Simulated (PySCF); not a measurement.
# C4H6S (Divinyl sulfide): the cost of one run

Programs: PySCF 2.14.0, with density-fitted response routines of our own. Each step states its level of theory. These are calculated values for one molecule in the gas phase, unless marked as measured. Atoms are numbered from 0 throughout.

## Step 1: Starting geometry

11 atoms, charge 0, multiplicity 1; geometry from: MMFF94s. The atoms were then displaced at random by about 0.03 Å, so the start is not that level's minimum.

Bonds of the start (Å): C0–C1 1.25, C1–S2 1.71, S2–C3 1.85, C3–C4 1.24, C0–H5 1.20, C0–H6 1.06, C1–H7 1.07, C3–H8 1.13, C4–H9 1.07, C4–H10 1.08.

## Step 2: Optimising the geometry at PBE0-D3(BJ)/def2-SVP

What the job is given:

```
{"job": {"xc": "PBE0", "basis": "def2-SVP", "d3": "d3bj", "grid": 1, "shake": 0.03, "kind": "geom"}, "charge": 0, "multiplicity": 1}
C     -2.504870     0.134250     0.389400
C     -1.324400    -0.231110     0.225770
S     -0.095460     0.872180    -0.204970
C      1.421450    -0.138620     0.128250
C      2.541690     0.171750    -0.300600
H     -2.850200     1.269040     0.244240
H     -3.331790    -0.490490     0.627310
H     -1.047130    -1.258350     0.346180
H      1.181020    -1.054710     0.749270
H      2.736700     1.101300    -0.787260
H      3.371060    -0.460740    -0.031890
```

Run with:

```
$ OMP_NUM_THREADS=1 python probes_run.py task.json out
```

This one command runs all jobs of the session in turn.

Q: Estimate the wall time and peak memory of this first job on 1 thread of Intel Xeon Platinum 8175M at 2.50GHz, shared host.

About 43 s, with a peak of 0.42 GiB.
